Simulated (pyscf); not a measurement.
H₃C–Te• + H₃C–CH₃ → H₃C–Te–CH₃ + CH₃• (substitution at C; doublet surface; C–C broken, C–Te formed). PySCF, gas phase, ωB97X-D3(BJ)/def2-SVP geometries. Energies in kJ/mol from the separated reactants.

```json
[
 {"level": "ωB97X-D3(BJ)/def2-TZVP", "barrier": "227.2", "reaction energy": "+142.0"},
 {"level": "PBE/def2-TZVP", "barrier": "195.7", "reaction energy": "+145.7"},
 {"level": "r²SCAN/def2-TZVP", "barrier": "197.9", "reaction energy": "+134.5"},
 {"level": "PBE0-D3(BJ)/def2-TZVP", "barrier": "?", "reaction energy": "+145.5"},
 {"level": "ωB97M-D3(BJ)/def2-TZVP", "barrier": "?", "reaction energy": "?"},
 {"level": "HF/def2-TZVP", "barrier": "275.8", "reaction energy": "+145.8"}
]
```

Task: What belongs in the gaps?

Result: 
- PBE0-D3(BJ)/def2-TZVP, barrier: 211.9
- ωB97M-D3(BJ)/def2-TZVP, barrier: 238.0
- ωB97M-D3(BJ)/def2-TZVP, reaction energy: +157.4

The functionals in the table span 42.3 kJ/mol in this barrier, from PBE to ωB97M-D3(BJ). One saddle was located; it need not be the lowest between these sides. The angle at the attacked C is 178°. Elements past Kr carry the def2 core potentials, without spin-orbit coupling.
